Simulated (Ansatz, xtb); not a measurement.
**Relaxing a trial structure of H6OSi2+**

The starting geometry of this gas-phase doublet was built from a drawn formula by distance geometry and a force field; its bonds are those of `[OH2+][SiH2][SiH2]`.

```csv
atom,x (Å),y (Å),z (Å)
O,-1.3385,-1.1403,0.7100
Si,-0.7143,0.3539,1.1912
Si,1.6683,0.2226,1.2202
H,-2.3028,-1.0761,0.8509
H,-1.0874,-1.2687,-0.2556
H,-1.1703,1.3294,0.1933
H,-1.2695,0.6591,2.5387
H,1.9375,-0.8957,2.1311
H,1.9509,-0.2045,-0.1859
```

Task: Where would you expect an optimisation with r2SCAN-D4/def2-SVP to take it?

Result: It keeps its bonds, and is `[OH2+][SiH2][SiH2]`. Distances that change by over a tenth: O1–Si2 (1.69 → 1.91 Å).

The energy falls by 0.87 eV over 11 steps:

```
step  E − E(last) (eV)
   1             0.871
   2             0.369
   3             0.081
   4             0.050
   5             0.004
   7             0.000
   8             0.000
   9             0.000
  10             0.000
  11             0.000
```

Final geometry (Å):

```xyz
9

O    -1.5927   -1.0792    0.6251
Si   -0.5971    0.4637    1.1505
Si    1.6508    0.0564    1.1870
H    -2.4822   -1.2613    0.9854
H    -1.4995   -1.5046   -0.2481
H    -1.0505    1.4371    0.1279
H    -1.2746    0.5974    2.4604
H     2.1556   -0.8852    2.2149
H     2.3642    0.1552   -0.1091
```

From the same start GFN2-xTB ends elsewhere, differing in O1–Si2 (2.23 against 1.91 Å here).

No frequencies were run, so the end isn't proven a minimum. Open shells are spin-unrestricted. Run with Ansatz 0.2.0, 2.6 min on 1 thread of Intel(R) Xeon(R) Processor @ 2.50GHz (Skylake/Cascade Lake), on a shared host.
